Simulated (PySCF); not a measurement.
Bond curve of AlF⁺

Set-up: basis Al def2-TZVP, F def2-TZVP; no relativity; PySCF 2.14. Energies in eV from Al⁺ + F in their ground configurations at the same level. State: ²Σ⁺ (doublet), unpaired electrons σ ↑.

| R (Å) | PBE0 |
| --- | --- |
| 1.381 | -1.914 |
| 1.445 | -2.692 |
| 1.510 | -3.112 |
| 1.558 | -3.257 |
| 1.606 | -3.294 |
| 1.654 | -3.249 |
| 1.718 | -3.096 |
| 1.799 | -2.805 |
| 1.895 | -2.378 |
| 2.024 | -1.778 |

Problem. Put a parabola through the three lowest points of the PBE0 curve and estimate Re, k and ωe (reduced mass 11.15 u; 1 eV/Å² = 0.16022 mdyn/Å; ωe = 1302.8·√(k/μ) cm⁻¹).

Solution. Through R = 1.558, 1.606, 1.654 Å the second-order coefficient is 17.8 eV/Å², so Re ≈ 1.604 Å, k ≈ 5.70 mdyn/Å and ωe ≈ 932 cm⁻¹. A polynomial fit of higher order to the unrounded PBE0 energies gives Re = 1.601 Å, k = 5.80 mdyn/Å, ωe = 939 cm⁻¹; anharmonicity and rounding make the difference.

The higher-order fit for each curve: PBE0: Re = 1.601 Å, ωe = 939 cm⁻¹, De = 3.29 eV.

For an ion De counts to the pair picked by the measured ionisation energies or electron affinities, which need not be the lowest pair at this level. The state is the lowest determinant that a PBE0 search found; another state may lie lower at other levels.
